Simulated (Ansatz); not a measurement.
# CH2AlN: ionisation energy by level of theory

One table from this session's results is given with a row withheld; the runs are named, their logs left out.

The runs use Ansatz 0.2.0, Gaussian basis; unrestricted cation, the program's frozen cores in correlated methods.

Plan: UKS PBE-D4/def2-TZVPP; UKS r2SCAN-D4/def2-TZVPP; UKS PBE0-D4/def2-TZVPP; UKS B3LYP-D4/def2-TZVPP; UKS wB97X-V/def2-TZVPP; UKS wB97M-V/def2-TZVPP; UKS B2PLYP/def2-TZVPP; UHF-CCSD(T)/def2-TZVPP; UHF-MP2/def2-QZVPP; extrapolation to the limit; then −ε(HOMO) from the neutral's earlier runs with LDA (SPW92), PBE-D4, revPBE-D4, BLYP-D4, r2SCAN-D4, B97M-V, PBE0-D4, B3LYP-D4, r2SCANh-D4, r2SCAN0-D4, HSE06-D4, BHLYP-D4, CAM-B3LYP-D4, LC-ωPBE, ωB97X-V, ωB97M-V.

2 further runs of the same task are left out: 2 that didn't finish.

### The relaxed structure

All runs share one geometry, relaxed beforehand with PBE0-D4 in a triple-zeta def2 set.

SMILES `[CH]1=[N][AlH]1`, 5 atoms, charge 0, spin multiplicity 1.

Atoms are counted from 1 here; the program's logs count them from 0.

Bond lengths: C1–N2 1.290 Å, C1–Al3 1.834 Å, C1–H4 1.098 Å, N2–Al3 1.835 Å, Al3–H5 1.563 Å. Angles: N2–C1–Al3 69.4°, N2–C1–H4 125.9°, Al3–C1–H4 164.6°, C1–N2–Al3 69.4°, C1–Al3–N2 41.2°, C1–Al3–H5 175.1°, N2–Al3–H5 143.8°.

Set-up of the first run:

Input file in.yaml:

```yaml
crystal:
  periodic: [false, false, false]
  atoms:
    - {symbol: C, position_ang: [-0.629699, -0.698916, -0.035185]}
    - {symbol: N, position_ang: [0.170209, -0.598846, 0.971666]}
    - {symbol: Al, position_ang: [0.506991, 0.724001, -0.254678]}
    - {symbol: H, position_ang: [-1.411163, -1.459867, -0.163944]}
    - {symbol: H, position_ang: [1.413562, 1.959930, -0.559259]}
basis:
  gaussian: {orbitals: def2-TZVPP}
total_charge: 1
magnetization: {spin_polarized: true, initial_magnetization: 1}
hamiltonian: {xc: pbe, dispersion: d4}
```

On the command line:

```console
$ ansatz run in.yaml --threads 2 --pin off --events-out ev --progress --plain --max-ram 4352MiB
```

Among the steps run: Cation, UKS PBE-D4/def2-TZVPP; Cation, UKS r2SCAN-D4/def2-TZVPP; Cation, UKS PBE0-D4/def2-TZVPP; Cation, UKS B3LYP-D4/def2-TZVPP; Cation, UKS wB97X-V/def2-TZVPP; Cation, UKS wB97M-V/def2-TZVPP; Cation, UKS B2PLYP (frozen core)/def2-TZVPP; Cation, UHF-CCSD(T)/def2-TZVPP; Cation, UHF-MP2/def2-QZVPP.

One table of the session follows, with a row left open; its other results are not shown here.

It belongs to the step «Ionisation energies side by side». Orbital estimates, from the neutral's runs:

```
  functional  −ε(HOMO) (eV)
 LDA (SPW92)           4.63
      PBE-D4           4.49
   revPBE-D4           4.44
     BLYP-D4           4.37
   r2SCAN-D4           4.65
      B97M-V           4.70
     PBE0-D4              ?
    B3LYP-D4           5.41
  r2SCANh-D4           5.06
  r2SCAN0-D4           5.71
    HSE06-D4           5.20
    BHLYP-D4           6.65
CAM-B3LYP-D4           6.89
     LC-ωPBE           8.14
     ωB97X-V           7.83
     ωB97M-V           7.73
```

Q: Estimate the row for PBE0-D4 from the others.

The run gave: −ε(HOMO) (eV): 5.59. In the column «−ε(HOMO) (eV)» it lies between B3LYP-D4 (5.41) and r2SCAN0-D4 (5.71).
